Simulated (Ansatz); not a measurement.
Born–Oppenheimer molecular dynamics of CH5ClMg (8 atoms, charge 0, multiplicity 1). It starts from a rough guess of a transition structure, not a stationary point.

Level of theory: UKS PBE/6-31G* (Ansatz).

```yaml
ensemble: NVE (velocity Verlet)
time_step: 0.5 fs
steps_asked: 150
starting_velocities_drawn_for: 100 K
seed: 852846
```

First frame:

```xyz
8
Properties=species:S:1:pos:R:3
Mg -0.288 0.139 -0.309
Cl 0.191 2.722 -1.382
C 0.744 -1.422 0.630
H -1.377 2.112 -0.866
H -2.074 1.524 -0.510
H 0.879 -1.155 1.677
H 1.724 -1.561 0.180
H 0.201 -2.360 0.580
```

Question: How far do the bonds stretch over the last three quarters of this one trajectory? (Pairs bonded in most of those frames.)

Answer: 
| bond | mean (Å) | spread (Å) | shortest | longest |
| --- | --- | --- | --- | --- |
| Mg1–Cl2 | 2.201 | 0.176 | 1.98 | 2.61 |
| Mg1–C3 | 2.059 | 0.129 | 1.84 | 2.20 |
| C3–H6 | 1.107 | 0.026 | 1.06 | 1.14 |
| C3–H7 | 1.104 | 0.016 | 1.08 | 1.14 |
| C3–H8 | 1.105 | 0.015 | 1.08 | 1.13 |
| H4–H5 | 0.774 | 0.074 | 0.66 | 0.89 |

Mean temperature of the second half: 1419 K. The conserved energy stayed within 0.72 meV per atom of its start (net change -0.34 meV per atom), so the integration is sound. The system heated up, since it started high on the potential surface and ran downhill. A run of 0.075 ps of so small a system gives no equilibrium averages. The orbitals stay closed-shell, which can raise the energy where a bond breaks towards radicals; this wasn't checked here.

Run time: 7.6 min on 1 thread of Arm Neoverse V1, with other jobs on the host, peak memory 0.12 GiB.
